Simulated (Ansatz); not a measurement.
B(PH3)H3 (BPH₆). Charge 0, multiplicity 1. Geometry PBE0-D4/def2-TZVP; atoms count from 1.

| atom | x (Å) | y (Å) | z (Å) |
| --- | --- | --- | --- |
| B1 | 0.3372 | -0.9722 | 0.3753 |
| P2 | -0.2502 | 0.7237 | -0.2796 |
| H3 | -0.3118 | 1.7984 | 0.6286 |
| H4 | -1.5424 | 0.8064 | -0.8337 |
| H5 | 0.4910 | 1.3282 | -1.3134 |
| H6 | -0.4636 | -1.2388 | 1.2412 |
| H7 | 1.4567 | -0.7551 | 0.7772 |
| H8 | 0.2831 | -1.6906 | -0.5958 |

(1) Estimate the Mulliken populations from the PBE0/def2-TZVP orbitals of Ansatz.

(2) And the Mayer bond orders between bonded heavy atoms (over 0.3)?

## Answers

(1) 
```json
{"atom": "B1", "charge (e)": "-0.39"}
{"atom": "P2", "charge (e)": "0.08"}
{"atom": "H3", "charge (e)": "0.10"}
{"atom": "H4", "charge (e)": "0.10"}
{"atom": "H5", "charge (e)": "0.10"}
{"atom": "H6", "charge (e)": "0.00"}
{"atom": "H7", "charge (e)": "0.00"}
{"atom": "H8", "charge (e)": "0.00"}
```
Mulliken values and Mayer orders depend strongly on the basis.

(2) B1–P2 0.92 (1.91 Å).
